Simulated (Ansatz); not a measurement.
# CH₄AlO− (SMILES [CH3][AlH][O-]): functionals against CCSD(T) at one geometry

How do the functionals fare away from a minimum? The structure is a frame of a short trajectory.

Computed with Ansatz 0.2.0, Gaussian basis. Level: single points in def2-TZVPPD.

Correlated methods freeze the cores.

1 further run of the same task is left out (it didn't finish).

### Step 1. Starting geometry

SMILES `[CH3][AlH][O-]`, 7 atoms, charge -1, spin multiplicity 1.

Atoms are counted from 1 here; the program's logs count them from 0.

Bond lengths: C1–Al2 1.914 Å, C1–H4 1.107 Å, C1–H5 1.100 Å, C1–H6 1.115 Å, Al2–O3 1.740 Å, Al2–H7 1.658 Å. Angles: Al2–C1–H4 105.4°, Al2–C1–H5 117.6°, Al2–C1–H6 108.0°, H4–C1–H5 109.0°, H4–C1–H6 107.7°, H5–C1–H6 108.7°, C1–Al2–O3 131.2°, C1–Al2–H7 111.1°, O3–Al2–H7 117.6°.

Geometry (Å):

```xyz
7
charge -1, multiplicity 1
C    -0.6571    0.4723   -0.1684
Al    0.7406   -0.7486    0.2982
O     0.9857   -1.7230    1.7188
H    -0.1861    1.4739   -0.1677
H    -1.5494    0.4961    0.4743
H    -0.9758    0.2474   -1.2133
H     1.8921   -0.8209   -0.8921
```

### Step 2. PBE-D4/def2-TZVPPD

run/in.yaml

```yaml
crystal:
  periodic: [false, false, false]
  atoms:
    - {symbol: C, position_ang: [-0.657111, 0.472295, -0.168408]}
    - {symbol: Al, position_ang: [0.740558, -0.748584, 0.298167]}
    - {symbol: O, position_ang: [0.985725, -1.722988, 1.718834]}
    - {symbol: H, position_ang: [-0.186109, 1.473861, -0.167666]}
    - {symbol: H, position_ang: [-1.549394, 0.496123, 0.474291]}
    - {symbol: H, position_ang: [-0.975824, 0.247371, -1.213285]}
    - {symbol: H, position_ang: [1.892144, -0.820898, -0.892147]}
basis:
  gaussian: {orbitals: "def2-TZVPPD.json"}
total_charge: -1
hamiltonian: {xc: pbe, dispersion: d4}
output: {forces: true}
```

The basis file named in the input lies beside it (Basis Set Exchange, JSON).

Run with:

```
> ansatz run in.yaml --threads 2 --pin off --events-out ev --progress --plain --max-ram 3481MiB
```

### Step 3. r2SCAN-D4/def2-TZVPPD

run/in.yaml: that of step 2 with these lines changed.

```diff
@@ -13,3 +13,3 @@
 total_charge: -1
-hamiltonian: {xc: pbe, dispersion: d4}
+hamiltonian: {xc: r2scan, dispersion: d4}
 output: {forces: true}
```

### Step 4. PBE0-D4/def2-TZVPPD

run/in.yaml: that of step 3 with these lines changed.

```diff
@@ -13,3 +13,3 @@
 total_charge: -1
-hamiltonian: {xc: r2scan, dispersion: d4}
-output: {forces: true}
+hamiltonian: {xc: pbe0, dispersion: d4}
+output: {forces: true, orbitals: {seedname: orbitals}}
```

### Step 5. wB97M-V/def2-TZVPPD

run/in.yaml: that of step 4 with these lines changed.

```diff
@@ -13,3 +13,3 @@
 total_charge: -1
-hamiltonian: {xc: pbe0, dispersion: d4}
-output: {forces: true, orbitals: {seedname: orbitals}}
+hamiltonian: {xc: {name: wB97M-V}}
+output: {forces: true}
```

### Step 6. CCSD(T)/def2-TZVPPD

run/in.yaml: that of step 5 with these lines changed.

```diff
@@ -13,3 +13,3 @@
 total_charge: -1
-hamiltonian: {xc: {name: wB97M-V}}
+correlation: {method: ccsd_t}
 output: {forces: true}
```

(Steps that only read results are left out.)

What does the calculation give? Wanted: RMS force component; RMS force error; HOMO and LUMO, PBE0-D4; T1 diagnostic.

**Answer**, as computed:

| quantity | value |
| --- | --- |
| RMS force component | 0.913 to 1.107 eV/Å over the methods |
| RMS force error | PBE-D4 0.131, r2SCAN-D4 0.080, PBE0-D4 0.126, wB97M-V 0.127 eV/Å |
| HOMO and LUMO, PBE0-D4 | -0.60 and 3.53 eV |
| T1 diagnostic | 0.022 |

On forces the order runs from r2SCAN-D4 to PBE-D4. Frozen-core CCSD(T) forces in triple zeta carry basis errors of their own, and this is one geometry, so small gaps rank nothing.
